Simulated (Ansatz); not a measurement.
```yaml
crystal:
  periodic: [false, false, false]
  atoms:
    - {symbol: Te, position_ang: [0.000663, 0.000018, -0.017731]}
    - {symbol: H, position_ang: [-0.051986, 1.185381, 1.123151]}
    - {symbol: H, position_ang: [-0.031903, -1.187681, 1.121470]}
basis:
  gaussian: {orbitals: def2-TZVP}
total_charge: 1
magnetization: {spin_polarized: true, initial_magnetization: 1}
hamiltonian: {xc: pbe0}
relax: {f_tol: 0.004, max_steps: 80}
```

```sh
$ ansatz run in.yaml --threads 1 --pin off --events-out ev --progress --plain --max-ram 2176MiB
```

Steps of the relaxation (energy above the last step; positions in Å, forces in eV/Å):

```
3
step 1, 9.0 meV
Te    0.001    0.000   -0.018    0.022    0.001   -0.593
H    -0.052    1.185    1.123   -0.013    0.203    0.297
H    -0.032   -1.188    1.121   -0.009   -0.204    0.297
```

```
3
step 2, 5.5 meV
Te    0.002    0.000   -0.062   -0.014    0.000    0.372
H    -0.053    1.162    1.145    0.007   -0.035   -0.186
H    -0.033   -1.165    1.144    0.007    0.035   -0.186
```

```
3
step 3, 0.0 meV
Te    0.001    0.000   -0.039    0.000    0.000    0.002
H    -0.052    1.184    1.134    0.000   -0.013   -0.001
H    -0.032   -1.186    1.132    0.000    0.013   -0.001
```

```
3
step 4, 0.0 meV
Te    0.001    0.000   -0.040    0.000    0.000   -0.001
H    -0.052    1.182    1.134    0.000    0.000    0.000
H    -0.032   -1.184    1.132    0.000    0.000    0.000
```

Close pairs at the end: Te1–H3 1.666 Å, Te1–H2 1.666 Å.

A stationary point of unrestricted PBE0 after 4 steps, with ⟨S²⟩ = 0.755 against 0.75 for a pure state; no frequencies were run, so it isn't proven a minimum. 15 s on 1 thread of AMD EPYC 7R43, shared host.
